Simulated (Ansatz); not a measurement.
This script drives Ansatz's Python interface.

The script, `freq.py`:
```python
"""Harmonic frequencies of AlClHO at its relaxed geometry."""

import itertools

import ansatz as az
from ase import Atoms
from ase.data import atomic_numbers, covalent_radii
from ase.thermochemistry import IdealGasThermo
import numpy as np

BASIS = "cc-pVDZ"
FUNCTIONAL = "r2scan"
DISPERSION = "d4"


def main() -> None:
    geometry_ang = [
        ("O", (0.3639, -1.1164, 1.4945)),
        ("Al", (0.1059, 0.0398, 0.0387)),
        ("Cl", (-1.6775, -0.1782, -1.3013)),
        ("H", (1.2633, 1.1946, -0.2523)),
    ]
    geometry = az.Crystal.molecule()
    for symbol, xyz in geometry_ang:
        geometry = geometry.atom(symbol, xyz)

    calc = (
        geometry.calculation()
        .basis(gaussian=BASIS)
        .functional(FUNCTIONAL, dispersion=DISPERSION)
        .spin("collinear", total=1)
        .accuracy("medium")
    )
    symbols = [site.symbol for site in geometry.cartesian_sites]
    start = np.array([site.position_ang for site in geometry.cartesian_sites], dtype=float)
    rep = calc.relax(force_tolerance=0.003, max_steps=100).run().report
    end = np.array(rep["positions_ang"])

    # pairs closer than 1.2 times the sum of covalent radii, before or after
    radius = [covalent_radii[atomic_numbers[s]] for s in symbols]
    span = lambda where, i, j: np.linalg.norm(where[i] - where[j])
    bonded = [(i, j) for i, j in itertools.combinations(range(len(symbols)), 2) if min(span(start, i, j), span(end, i, j)) < 1.2 * (radius[i] + radius[j])]
    print("pair        before    after (A)")
    for i, j in bonded:
        print(f"{symbols[i]}{i}-{symbols[j]}{j}".ljust(10), f"{span(start, i, j):8.4f} {span(end, i, j):8.4f}")

    # frequencies need a stationary point, so they are taken at the relaxed geometry
    minimum = az.Crystal.molecule()
    for symbol, place in zip(symbols, end):
        minimum = minimum.atom(symbol, place.tolist())
    vibrating = (
        minimum.calculation()
        .basis(gaussian=BASIS)
        .functional(FUNCTIONAL, dispersion=DISPERSION)
        .spin("collinear", total=1)
        .accuracy("medium")
        .phonons(temperatures=(100, 500, 100))
    )
    vib = vibrating.run().report["vibrations"]
    sums = vib["harmonic_sums"]
    modes = [m["omega_inv_cm"] for m in sums["modes_at_gamma"] if m["rigid_motion"] == "no"]
    print("frequencies (1/cm):", " ".join(f"{w:.0f}" for w in modes))
    print("imaginary modes:", sum(w < 0 for w in modes), " zero-point energy:", round(sums["zero_point_energy_ev"], 4), "eV")
    # rigid rotor and ideal gas, symmetry number taken as one
    gas = IdealGasThermo(vib_energies=[w / 8065.544 for w in modes if w > 0], geometry="linear" if len(modes) == 3 * len(symbols) - 5 else "nonlinear",
                         atoms=Atoms(symbols, positions=end), symmetrynumber=1, spin=0.5)
    print(f"H(298 K) - E = {gas.get_enthalpy(298.15, verbose=False):.4f} eV")
    print(f"S(298 K, 1 bar) = {96485.33 * gas.get_entropy(298.15, 1e5, verbose=False):.1f} J/(mol K) with symmetry number 1")


if __name__ == "__main__":
    main()
```

It is started by `python freq.py`. Estimate its wall time and peak memory on 1 thread of Arm Neoverse V2, on a shared host.

It took about 2.1 min, with a peak of 0.28 GiB, for 2 runs of the engine.

```console
$ python freq.py
pair        before    after (A)
O0-Al1       1.8769   1.7666
Al1-Cl2      2.2413   2.1161
Al1-H3       1.6607   1.5730
frequencies (1/cm): 156 446 513 555 796 1968
imaginary modes: 0  zero-point energy: 0.2749 eV
H(298 K) - E = 0.4153 eV
S(298 K, 1 bar) = 291.7 J/(mol K) with symmetry number 1
```

Reading the output:
- The settings weren't tested for convergence.
- The frequencies are harmonic and unscaled, in a modest basis.
- The run takes the species as open-shell (spin multiplicity 2), which needn't be its ground state.
- The entropy takes a symmetry number of 1; a symmetric molecule's is lower by R ln(sigma).
